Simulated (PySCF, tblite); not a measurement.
## Complex of chloride and 5 × water

A gas-phase complex of chloride and 5 × water; charge -1, singlet. The structure comes from a short search (6 tight-binding starts) and was relaxed by PBE0-D3(BJ)/def2-SVPD; another way of binding may lie lower. No frequency run checks that it is a minimum.

| part | name | SMILES | atoms | charge | multiplicity |
| --- | --- | --- | --- | --- | --- |
| 1 | chloride | [Cl-] | 1 | -1 | 1 |
| 2 | water | O | 2–4 | 0 | 1 |
| 3 | water | O | 5–7 | 0 | 1 |
| 4 | water | O | 8–10 | 0 | 1 |
| 5 | water | O | 11–13 | 0 | 1 |
| 6 | water | O | 14–16 | 0 | 1 |

```
atom  part  x (Å)   y (Å)   z (Å)
 Cl1     1  1.378   0.940   0.188
  O2     2  3.120  -1.647  -0.210
  H3     2  2.634  -0.875   0.150
  H4     2  2.636  -1.821  -1.027
  O5     3  1.324  -0.622  -2.391
  H6     3  0.535  -0.401  -2.889
  H7     3  1.267  -0.065  -1.567
  O8     4  5.344  -0.244  -1.255
  H9     4  4.682  -0.808  -0.810
 H10     4  5.035   0.661  -1.056
 O11     5  3.925   2.206  -1.282
 H12     5  3.139   1.952  -0.759
 H13     5  3.741   1.841  -2.164
 O14     6  3.753   0.368  -3.520
 H15     6  4.408  -0.002  -2.896
 H16     6  2.908  -0.014  -3.224
```

Contacts between parts, classed by geometry: H7···Cl1 2.025 Å (hydrogen bond, 172°); H9···O2 1.872 Å (hydrogen bond, 166°); H16···O5 1.890 Å (hydrogen bond, 171°); H15···O8 1.905 Å (hydrogen bond, 158°); H10···O11 1.916 Å (hydrogen bond, 155°); H13···O14 2.002 Å (hydrogen bond, 153°); H3···Cl1 2.207 Å (hydrogen bond, 159°); H12···Cl1 2.242 Å (hydrogen bond, 167°).

Interaction energies are complex less parts, with the parts frozen as they stand in it; counterpoise-corrected, in kcal/mol (PySCF).

Give the interaction energy at each level run.


| level | interaction | superposition error removed |
| --- | --- | --- |
| wB97M-D3(BJ)/def2-SVPD | -73.30 | -4.10 |
| PBE0-D3(BJ)/def2-SVPD | -76.74 | -4.46 |

What holds them together? Decompose the wB97M-D3(BJ)/def2-SVPD energy: frozen parts, their antisymmetrised product, then relaxation.

electrostatic -113.5, Pauli repulsion +91.1, orbital relaxation -47.3, dispersion correction -7.8 kcal/mol, which sum to the value before the counterpoise correction; the Pauli term holds the exchange-correlation of the frozen density too. Of the attraction, 67 % is electrostatic, 28 % is orbital relaxation, 5 % is dispersion correction.

The parts were also relaxed and run alone, at the levels used for the complex: shieldings by PBE0/aug-pcSseg-1; core levels by delta-SCF with SCAN, aug-pcX-2 on the ionised atom and aug-pcseg-1 elsewhere, spin-free X2C (2p3/2 is the spin-free 2p value less a third of a first-order spin-orbit splitting).

How do these values change when the complex forms?


| property | alone | in the complex | change |
| --- | --- | --- | --- |
| O5–H7 bond (Å) | 0.961 | 0.996 | +0.035 |
| shielding of H7 (ppm) | 30.80 | 23.09 | -7.72 |
| shielding of Cl1 (ppm) | 1149.1 | 1017.2 | -131.9 |
| shielding of H9 (ppm) | 30.80 | 26.03 | -4.77 |
| shielding of O2 (ppm) | 324.4 | 282.8 | -41.6 |
| Cl1 2p3/2 core level (eV) | 196.90 | 199.54 | +2.63 |
| O5 1s core level (eV) | 539.78 | 535.39 | -4.40 |
| O8 1s core level (eV) | 539.78 | 534.40 | -5.38 |

Density functionals tend to overstate the lengthening and the red shift of so strongly bound an X–H bond.

The 4 runs behind this took 4.5 min in all, one thread each of Arm Neoverse V1 on a shared host, launched as `OMP_NUM_THREADS=1 python cluster_run.py task.json out`.
